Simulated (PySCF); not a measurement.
## Working out the electron affinity of O

O⁻ [He] 2s2 2p5 (2P) → O [He] 2s2 2p4 (3P). All numbers are calculated (PySCF 2.14, the non-relativistic Hamiltonian (point nucleus), in aug-cc-pVTZ). Frozen: 1s2. Energies in hartree (1 hartree = 27.21139 eV):

```tsv
part	O⁻ (lower)	O (upper)
UHF	-74.792218	-74.812982
CCSD correlation	-0.226842	-0.162540
(T)	-0.008820	-0.003430
```

**Question.** What does Hartree-Fock give?

**Answer.** (-74.812982) − (-74.792218) = -0.020764 hartree = -0.565 eV.

**Question.** What do CCSD and CCSD(T) give?

**Answer.** The CCSD correlation energies differ by 0.064302 hartree = 1.750 eV and the triples by 0.005390 hartree = 0.147 eV, so CCSD gives 1.185 eV and CCSD(T) 1.332 eV.

A first-order spin-orbit estimate adds -0.001 eV to CCSD(T) (valence), giving 1.331 eV against 1.461 eV (measured; photodetachment measurements, as compiled on the Wikipedia data page of electron affinities).

What remains against the reference includes basis incompleteness, the frozen core and higher excitations.
